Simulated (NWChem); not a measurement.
HS, doublet; SMILES [SH]

```xyz
2

S      0.0000     0.0000    -0.1024
H      0.0000     0.0000     1.2764
```
Atoms are numbered in this order, from 1.

Computed with NWChem. Spin-unrestricted. The state is orbitally degenerate and is run as one real component. Coordinates come from a PBE-D3(BJ)/def2-SVP, spin-unrestricted optimisation. No stability test was run on the SCF state. Vzz is the largest principal value of the second derivative of the potential at the nucleus (NWChem prints the opposite sign); η is the asymmetry. Non-relativistic.

For level UHF/def2-TZVP:

```
Quantity        Value
-------------  ------
Vzz S1 (a.u.)  -3.568
```

### Question
How do the values read with level UHF/cc-pVTZ instead?

### Answer
| Property | Value |
|---|---|
| Vzz S1 (a.u.) | -3.265 |
